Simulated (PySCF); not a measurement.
Computed with PySCF and rigid-rotor harmonic-oscillator thermochemistry at 1 bar. Table values come from the NASA 1993 polynomials. S°(298 K) at PBE0/def2-TZVP differs from the NASA 1993 table for LiAlF4 (+7 J/mol/K); whether the harmonic model or the table's entry is off was not settled. All species are closed-shell singlets. The harmonic model lacks anharmonicity and excited electronic states, which grow with temperature; levels with a mode under 35 cm⁻¹ are left out. Soft modes under 120 cm⁻¹ make the harmonic entropy rough for LiAlF4. The table's entry may be an old estimate for LiAlF4 (not checked at source).

Harmonic frequencies at PBE0/def2-TZVP (cm⁻¹): 102, 173, 214, 264, 309, 395, 476, 587, 608, 644, 819, 914. Point group C2v; S°(298 K) = 333.2 J/mol/K at this level.

Work out Cp and S° of gaseous LiAlF4 at 500, 800, 1200, 1600, 2000 K from these, and set them beside the table.


```tsv
T (K)	Cp PBE0/def2-TZVP	Cp table	S° PBE0/def2-TZVP	S° table
500	117.6	117.7	389.8	383.1
800	126.3	126.3	447.3	440.6
1200	129.9	129.7	499.4	492.6
1600	131.2	131.2	536.9	530.2
2000	131.9	132.0	566.3	559.6
```
Units J/mol/K.
